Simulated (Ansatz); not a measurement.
Stepwise reaction of `[Cl][AlH][Cl]` with hydrogen, as a gas-phase model of exchange steps in deposition or etching. ΔE in kJ/mol; ΔG adds harmonic PBE0-D4 terms to CCSD(T)/CBS, at 1 bar.

Program: Ansatz. Geometries: PBE0-D4/def2-TZVP. ΔE: electronic, gas phase. CCSD(T)/CBS adds triple-zeta CCSD(T) − MP2 to the extrapolated MP2 energy (def2 sets, frozen cores). This one scheme is used for every species. DFT in def2-TZVPP. B3LYP here is the variant with VWN-RPA as its local correlation; programs differ in this.

| step | reaction | PBE-D4 | B3LYP-D4 | ωB97M-V | CCSD(T)/CBS | ΔG(400 K) |
| --- | --- | --- | --- | --- | --- | --- |
| 2 | `[AlH2][Cl]` + H₂ → `[AlH3]` + HCl | 149.7 | 150.6 | 151.7 | 153.5 | 150.2 |

Q: Give the row of step 1, `[Cl][AlH][Cl]` + H₂ → `[AlH2][Cl]` + HCl. (Estimate.)

A: The calculation gave: 
```
step                                   reaction  PBE-D4  B3LYP-D4  ωB97M-V  CCSD(T)/CBS  ΔG(400 K)
   1  `[Cl][AlH][Cl]` + H₂ → `[AlH2][Cl]` + HCl   143.2     144.3    145.0        146.8      140.1
```

Q: By hand: ΔE of the 2 steps together at CCSD(T)/CBS.

A: (146.8) + (153.5) = 300.3 kJ/mol, or 150.2 kJ/mol a step.

In ΔE each step is higher than the one before. All are uphill at CCSD(T)/CBS. ΔG lies between 140.1 and 150.2 kJ/mol a step. PBE-D4 differs from CCSD(T)/CBS by -3.8 to -3.6 kJ/mol a step. Isolated molecules leave out the surface, adducts and barriers. Largest T1 diagnostic: 0.008.
